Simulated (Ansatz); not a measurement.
Mulliken charges of `NC1(F)CO1` from r2SCAN/def2-TZVPP in Ansatz (PBE0-D4/def2-TZVP geometry).

```
atom   x (Å)   y (Å)   z (Å)  charge (e)
  N1  -0.133   1.071   0.808      -0.319
  C2   0.283  -0.095   0.159       0.349
  F3   0.964  -0.971   0.968      -0.216
  C4  -0.397  -0.664  -0.988       0.065
  O5   0.858   0.047  -1.077      -0.312
  H6   0.665   1.634   1.077       0.155
  H7  -0.676   0.854   1.634       0.151
  H8  -1.245  -0.144  -1.420       0.057
  H9  -0.320  -1.733  -1.162       0.071
```

Problem. By hand: the dipole of these point charges (1 e Å = 4.8032 D).

Solution. Σ q r = (-0.453, 0.028, 0.111) e Å, of length 0.467 e Å = 2.24 D.

Problem. How does the dipole of the full density compare? (Estimate.)

Solution. Computed: (-0.339, 0.050, 0.205) e Å, 1.92 D; the point charges give 1.17 times that, at 18° from its direction.

Point charges leave out the atoms' own dipoles, such as those of lone pairs, and Mulliken's split depends on the basis, so the two needn't agree.
